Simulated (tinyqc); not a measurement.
Worked calculation: ROHF in the sto-6g basis, for CH, spin multiplicity 4. One step of it, computed by the program tinyqc.

Task: Iteration 2: building the Fock matrix. J_ij = sum D_kl (ij|kl) with D = D(alpha) + D(beta), K_ij = sum D_kl (ik|jl) for each spin; F = H + J - K(s); E = tr D H + tr D J / 2 - 0.5 sum_s tr D(s) K(s) + E_nn.

D(alpha) after iteration 1:
```
            1C 1s      1C 2s    1C 2px    1C 2py     1C 2pz      2H 1s
1C 1s    1.063822  -0.267628  0.000000  0.000000   0.025647   0.020936
1C 2s   -0.267628   1.146079  0.000000  0.000000  -0.166283  -0.190925
1C 2px   0.000000   0.000000  1.000000  0.000000   0.000000   0.000000
1C 2py   0.000000   0.000000  0.000000  1.000000   0.000000   0.000000
1C 2pz   0.025647  -0.166283  0.000000  0.000000   0.323295   0.376316
2H 1s    0.020936  -0.190925  0.000000  0.000000   0.376316   0.438109
```

D(beta) after iteration 1:
```
            1C 1s      1C 2s    1C 2px    1C 2py     1C 2pz      2H 1s
1C 1s    1.031351  -0.120737  0.000000  0.000000  -0.059551  -0.077971
1C 2s   -0.120737   0.481560  0.000000  0.000000   0.219142   0.256519
1C 2px   0.000000   0.000000  0.000000  0.000000   0.000000   0.000000
1C 2py   0.000000   0.000000  0.000000  0.000000   0.000000   0.000000
1C 2pz  -0.059551   0.219142  0.000000  0.000000   0.099746   0.116796
2H 1s   -0.077971   0.256519  0.000000  0.000000   0.116796   0.136829
```

core Hamiltonian H = T + V (hartree):
```
             1C 1s      1C 2s     1C 2px     1C 2py     1C 2pz      2H 1s
1C 1s   -18.376657  -4.217585   0.000000   0.000000  -0.014505  -0.859119
1C 2s    -4.217585  -5.097971   0.000000   0.000000  -0.147662  -1.907577
1C 2px    0.000000   0.000000  -4.076468   0.000000   0.000000   0.000000
1C 2py    0.000000   0.000000   0.000000  -4.076468   0.000000   0.000000
1C 2pz   -0.014505  -0.147662   0.000000   0.000000  -4.179802  -1.660338
2H 1s    -0.859119  -1.907577   0.000000   0.000000  -1.660338  -3.060374
```

Two-electron integrals (ij|kl) in chemists' order, unique and non-zero (hartree):
```
(11|11) 3.543743   (21|11) 0.529462   (21|21) 0.100317   (22|11) 0.853596
(22|21) 0.199930   (22|22) 0.624844   (31|31) 0.021271   (32|31) 0.031868
(32|32) 0.138108   (33|11) 0.853598   (33|21) 0.199930   (33|22) 0.624843
(33|33) 0.673218   (41|41) 0.021271   (42|41) 0.031868   (42|42) 0.138108
(43|43) 0.036281   (44|11) 0.853598   (44|21) 0.199930   (44|22) 0.624843
(44|33) 0.600655   (44|44) 0.673218   (51|51) 0.021271   (52|51) 0.031868
(52|52) 0.138108   (53|53) 0.036281   (54|54) 0.036281   (55|11) 0.853598
(55|21) 0.199930   (55|22) 0.624843   (55|33) 0.600655   (55|44) 0.600655
(55|55) 0.673218   (61|11) 0.112549   (61|21) 0.020532   (61|22) 0.040265
(61|33) 0.040113   (61|44) 0.040113   (61|51) 0.001347   (61|52) 0.002611
(61|55) 0.040569   (61|61) 0.004321   (62|11) 0.274809   (62|21) 0.065350
(62|22) 0.225569   (62|33) 0.220168   (62|44) 0.220168   (62|51) 0.006649
(62|52) 0.044761   (62|55) 0.236371   (62|61) 0.013813   (62|62) 0.108655
(63|31) 0.006928   (63|32) 0.035653   (63|53) 0.008686   (63|63) 0.013054
(64|41) 0.006928   (64|42) 0.035653   (64|54) 0.008686   (64|64) 0.013054
(65|11) 0.238961   (65|21) 0.057611   (65|22) 0.210499   (65|33) 0.200043
(65|44) 0.200043   (65|51) 0.011946   (65|52) 0.073945   (65|55) 0.231412
(65|61) 0.012753   (65|62) 0.120301   (65|65) 0.143759   (66|11) 0.431128
(66|21) 0.104518   (66|22) 0.409766   (66|33) 0.388394   (66|44) 0.388394
(66|51) 0.013067   (66|52) 0.118270   (66|55) 0.452511   (66|61) 0.022454
(66|62) 0.253068   (66|65) 0.309166   (66|66) 0.774999
```

nuclear repulsion = 2.62401923 hartree

Give: Coulomb J; exchange K(alpha); exchange K(beta); F(alpha); F(beta); total energy of this density.

Result:

Coulomb J (hartree):
```
          1C 1s   1C 2s  1C 2px  1C 2py  1C 2pz   2H 1s
1C 1s   10.9779  1.9644  0.0000  0.0000  0.0219  0.4098
1C 2s    1.9644  4.6324  0.0000  0.0000  0.1589  1.7136
1C 2px   0.0000  0.0000  4.6230  0.0000  0.0000  0.0000
1C 2py   0.0000  0.0000  0.0000  4.6230  0.0000  0.0000
1C 2pz   0.0219  0.1589  0.0000  0.0000  4.6510  1.6374
2H 1s    0.4098  1.7136  0.0000  0.0000  1.6374  3.2500
```

exchange K(alpha) (hartree):
```
         1C 1s   1C 2s  1C 2px  1C 2py  1C 2pz   2H 1s
1C 1s   3.6507  0.6067  0.0000  0.0000  0.0028  0.1349
1C 2s   0.6067  1.0346  0.0000  0.0000  0.0012  0.4106
1C 2px  0.0000  0.0000  0.8840  0.0000  0.0000  0.0000
1C 2py  0.0000  0.0000  0.0000  0.8840  0.0000  0.0000
1C 2pz  0.0028  0.0012  0.0000  0.0000  0.6635  0.4070
2H 1s   0.1349  0.4106  0.0000  0.0000  0.4070  0.6315
```

exchange K(beta) (hartree):
```
         1C 1s   1C 2s  1C 2px  1C 2py  1C 2pz   2H 1s
1C 1s   3.5713  0.5374  0.0000  0.0000  0.0033  0.1153
1C 2s   0.5374  0.5007  0.0000  0.0000  0.2666  0.3630
1C 2px  0.0000  0.0000  0.1054  0.0000  0.0000  0.0000
1C 2py  0.0000  0.0000  0.0000  0.1054  0.0000  0.0000
1C 2pz  0.0033  0.2666  0.0000  0.0000  0.2577  0.2809
2H 1s   0.1153  0.3630  0.0000  0.0000  0.2809  0.4236
```

F(alpha) (hartree):
```
           1C 1s    1C 2s   1C 2px   1C 2py   1C 2pz    2H 1s
1C 1s   -11.0494  -2.8599   0.0000   0.0000   0.0047  -0.5842
1C 2s    -2.8599  -1.5002   0.0000   0.0000   0.0101  -0.6045
1C 2px    0.0000   0.0000  -0.3375   0.0000   0.0000   0.0000
1C 2py    0.0000   0.0000   0.0000  -0.3375   0.0000   0.0000
1C 2pz    0.0047   0.0101   0.0000   0.0000  -0.1922  -0.4300
2H 1s    -0.5842  -0.6045   0.0000   0.0000  -0.4300  -0.4419
```

F(beta) (hartree):
```
           1C 1s    1C 2s  1C 2px  1C 2py   1C 2pz    2H 1s
1C 1s   -10.9701  -2.7906  0.0000  0.0000   0.0041  -0.5647
1C 2s    -2.7906  -0.9663  0.0000  0.0000  -0.2553  -0.5570
1C 2px    0.0000   0.0000  0.4412  0.0000   0.0000   0.0000
1C 2py    0.0000   0.0000  0.0000  0.4412   0.0000   0.0000
1C 2pz    0.0041  -0.2553  0.0000  0.0000   0.2135  -0.3039
2H 1s    -0.5647  -0.5570  0.0000  0.0000  -0.3039  -0.2339
```

total energy of this density = -38.126205 hartree
